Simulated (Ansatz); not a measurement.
Consider the atomization: `OC1(O)C=N1` → 2 C• + 3 H• + N• + 2 O•.

Calculated with Ansatz (gas phase, PBE0-D4/def2-TZVP geometries, no zero-point term in ΔE). CCSD(T)/CBS adds triple-zeta CCSD(T) − MP2 to the extrapolated MP2 energy (def2 sets, frozen cores). This one scheme is used for every species, atoms too. Functionals use def2-TZVPP. No spin–orbit coupling; open shells (•) take unrestricted orbitals. Spin–orbit coupling would lower the free atoms: a little for C, O. Each species was taken in one conformer, which may not be the lowest.

`OC1(O)C=N1`:

Cartesian coordinates in Å:
```
O -1.203 0.539 0.796
C -0.181 0.034 0.050
O -0.685 -0.703 -1.005
C 1.100 0.642 0.073
N 1.042 -0.452 0.713
H -1.907 -0.120 0.804
H -0.014 -1.337 -1.277
H 1.848 1.396 -0.153
```

CCSD(T)/CBS gives +33.80 eV.

Problem. Another level gave +33.51 eV. Which?
A. CAM-B3LYP/def2-TZVPP
B. PBE0/def2-TZVPP
C. B97M-V/def2-TZVPP
D. PBE-QIDH/def2-TZVPP

Solution. D. PBE-QIDH 33.51, B97M-V 33.80, CAM-B3LYP 33.86, PBE0 34.03 eV.

Largest T1 diagnostic among the species: 0.012.

From r2SCAN to r2SCAN0 (25 % exact exchange), in def2-TZVPP and without D4, ΔE moves by −1.12 eV: exact exchange takes away binding that semilocal exchange gives to molecules. Leaving LDA and LC-ωPBE aside and taking each functional with its dispersion term where it has one, the values, not all of them listed here, spread over 3.91 eV, from BHLYP-D4 to PBE-D4. LDA lies +5.48 eV from PBE without D4, its usual overbinding. At CCSD(T), def2-SVP lies −2.14 eV from the extrapolated value and def2-TZVPP −1.19 eV: correlation converges slowly with the basis, and small sets miss more of it in the bonded molecule than in its fragments.

For atomizations the MP2-based limit and the directly extrapolated one differ by several kJ/mol either way, and by 10 to 25 for some Ge, Se and Sn compounds, so smaller differences from it don't rank the levels.
